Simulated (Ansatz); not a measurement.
**The aluminium atom (doublet): wave-function methods side by side, cc-pVDZ**

The task here is to estimate one member of a computed series from the others.

Method: cc-pVDZ, core rule «outside noble gas», up to 5 orbitals frozen; program: Ansatz 0.2.0, Gaussian basis.

Plan: UHF; CCSD(T) on ROHF; CCSD(T) on UHF; BCCD(T) on ROHF; CISD; CCSDT on ROHF; CCSDT on UHF; CASSCF and MRCISD+Q, 3 electrons in 4 orbitals; CASSCF and MRCISD+Q(relaxed), 3 electrons in 4 orbitals; CASSCF and NEVPT4(SD), 3 electrons in 4 orbitals; CASSCF and NEVPT2, 3 electrons in 4 orbitals.

**The atom**

A free atom, in its lowest state of this spin that the program finds.

1 atom, charge 0, spin multiplicity 2.

Set-up of the first run:

The input, in.yaml:

```yaml
crystal:
  periodic: [false, false, false]
  atoms:
    - {symbol: Al, position_ang: [0.000000, 0.000000, 0.000000]}
basis:
  gaussian: {orbitals: cc-pVDZ}
magnetization: {spin_polarized: true, initial_magnetization: 1}
hamiltonian: {xc: hf}
output: {orbitals: {seedname: orbitals}}
```

Run with:

```console
$ ansatz run in.yaml --threads 1 --pin off --events-out ev --progress --plain --max-ram 2393MiB
```

Among the steps run: UHF; CCSD(T) on ROHF; CCSD(T) on UHF; BCCD(T) on ROHF; CISD; CCSDT on ROHF; CCSDT on UHF; CASSCF and MRCISD+Q, 3 electrons in 4 orbitals; CASSCF and MRCISD+Q(relaxed), 3 electrons in 4 orbitals; CASSCF and NEVPT4(SD), 3 electrons in 4 orbitals; CASSCF and NEVPT2, 3 electrons in 4 orbitals.

One table of the session follows, with a row left open; its other results are not shown here.

| method | from RCCSD(T) (meV) |
| --- | --- |
| ROHF | ? |
| UHF | +1298.8 |
| RMP2 | +470.7 |
| UMP2 | +466.9 |
| CISD | +24.3 |
| RCCSD | +21.9 |
| UCCSD | +17.8 |
| RCCSD(T) | 0 |
| UCCSD(T) | -0.8 |
| BCCD(T) | -0.1 |
| RCCSDT | -10.6 |
| UCCSDT | -10.6 |
| CASSCF valence | +739.2 |
| NEVPT2 valence | +219.3 |
| NEVPT4(SD) valence | +13.2 |
| MRCISD valence | -2.4 |
| MRCISD+Q valence | -29.9 |
| MRCISD+Q(relaxed) valence | -33.6 |

Q: Estimate the row for ROHF from the others.

The run gave: from RCCSD(T) (meV): +1390.6. In the column «from RCCSD(T) (meV)» it is the highest.

Caveats from the session: Restricted and unrestricted rows rest on different reference determinants; where their highest levels disagree by more than a few hundredths of an eV, they describe different states and don't form one ladder.
